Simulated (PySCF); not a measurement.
## SMILES [CH+], [CH]+, charge +1

Molfile (atoms numbered from 1):
```
CH
     RDKit          3D

  2  1  0  0  0  0  0  0  0  0999 V2000
    0.5723    0.0384    0.0347 C   0  0  0  0  0  1  0  0  0  0  0  0
   -0.5695   -0.0371   -0.0489 H   0  0  0  0  0  0  0  0  0  0  0  0
  1  2  1  0
M  CHG  1   1   1
M  RAD  1   1   3
M  END
```

Method used: GIAO B3LYP/aug-pcSseg-1 magnetisability, rotational g tensor and spin-rotation constants, non-relativistic, gas phase (PySCF 2.14.0). Geometry: PBE0-D3(BJ)/def2-SVP.

For an ion the centre-of-mass motion in the field is neglected.

Q: How diamagnetic is it, and how anisotropic?

A: Isotropic 407 × 10⁻³⁰ J/T², or 24.5 × 10⁻⁶ cm³/mol; principal values -115, 668, 668 × 10⁻³⁰ J/T², anisotropy 783 × 10⁻³⁰ J/T² (root of half the summed squared differences of the principal values). The susceptibility is in cgs units.

Q: Split it along the inertial axes a, b, c into diamagnetic and paramagnetic parts about the centre of mass, with the quadrupole moment.

A: 
```tsv
axis	χ (10⁻⁶ cm³/mol)	diamagnetic (10⁻⁶ cm³/mol)	paramagnetic (10⁻⁶ cm³/mol)	summed x² of all electrons (Å²)	quadrupole Θ (D Å)
a	-6.9	-6.9	0.0	2.0	-0.29
b	40.3	-12.1	52.4	0.8	+0.14
c	40.3	-12.1	52.4	0.8	+0.14
```
Anisotropies 2χaa − χbb − χcc = -94.4 and 2χbb − χaa − χcc = +47.2 × 10⁻⁶ cm³/mol. Θ is traceless in Buckingham's convention.

Q: And the rotational g tensor?

A: 
```tsv
axis	rotational constant (GHz)	g	nuclear part	electronic part
b	412.9167	-9.2020	0.9610	-10.1630
c	412.9167	-9.2020	0.9610	-10.1630
```
Linear; isotopes 12C, 1H; no vibrational averaging.
